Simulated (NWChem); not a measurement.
System: chloromethane (CH3Cl); SMILES CCl

NWChem input:

```
start job
memory heap 200 mb stack 900 mb global 1100 mb
geometry units angstroms noautoz
  C      0.000000     0.000000    -1.110906
  Cl     0.000000     0.000000     0.664417
  H      0.732981     0.732981    -1.470125
  H      0.268290    -1.001270    -1.470125
  H     -1.001270     0.268290    -1.470125
end
basis spherical
  * library def2-tzvpd
end
dft
  xc xtpss03 ctpss03
  iterations 150
  mulliken
end
task dft energy
```

Geometry: optimised at PBE0/def2-SVP.

Problem. Predict the main results of this run. (TPSS/def2-TZVPD.) Quantities: energy (Ha); highest occupied level (eV); orbital gap (eV); dipole (D).

Solution. 
```json
{
  "energy (Ha)": "-500.17",
  "highest occupied level (eV)": "-7.19",
  "orbital gap (eV)": "6.67",
  "dipole (D)": "1.88"
}
```
